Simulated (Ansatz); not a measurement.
Cohesive energy of elemental metals

Method: PBEsol (PAW; Ansatz, an electronic-structure program). References are measured values corrected to a static lattice or taken at low temperature (these still hold zero-point motion). The table is a random draw of 8 from 27 solids with such references.

Values in eV/atom.

```
solid   reference  PBEsol  error (eV/atom)
------  ---------  ------  ---------------
hcp Mg       1.51    1.71            +0.20
hcp Sc      3.93*    4.54            +0.61
bcc Ba      1.91*    2.12            +0.21
bcc Mo      6.84*    7.12            +0.28
hcp Zr      6.32*    6.79            +0.47
hcp Co      4.47*    5.84            +1.37
fcc Ni      4.48*    5.47            +0.99
fcc Rh      5.78*    6.68            +0.90
```

Over these 8 solids the mean error is +0.63 eV/atom, the mean absolute error 0.63 eV/atom (median 0.54 eV/atom), and the worst case hcp Co at +1.37 eV/atom; the value is too high in 8 of 8 cases. Over all 27, from unrounded values, the mean error is +0.43 eV/atom and the mean absolute error 0.43 eV/atom (median 0.26 eV/atom).

A star marks references brought to a static lattice; the others are low-temperature values that still hold zero-point motion, which matters most for light elements.

Spin–orbit coupling is left out, also for the solids with elements from indium on (bcc Ba); its size isn't shown.

Differences are worked out from the printed values.

Free atoms are spin-polarised, in the lowest state found; at levels without +SOC their spin–orbit coupling is left out. Each level is taken at its own relaxed cell. Ansatz's density-functional and Hartree–Fock values are scalar-relativistic unless marked +SOC, with PAW data made under PBE.

Ansatz's runs of these crystals have no spin polarisation, but for hcp Co, fcc Ni.

Density-functional runs with spin start from parallel moments for hcp Co, parallel moments for fcc Ni.

Not in this set, of the elemental metals with a reference value in our tables and a result at some level: 12 for the spin–orbit terms of free Br, In, Sn, Te, I and atoms past barium, a cut that leaves lighter open-shell atoms' terms in the errors; 4 for a doubt noted on the run at PBEsol; 1 for a run that ended without the magnetic order (PBEsol); 1 for sources at odds. These can be a level's best or worst cases. Solids without a released value at any level aren't counted. Layered and molecular crystals are counted apart. The metals Ce to Yb are counted apart.

References as tabulated in Mejia-Rodriguez and Trickey (2018), arXiv:1807.09216; Jana et al. (2018), arXiv:1807.00350; Kittel's textbook.
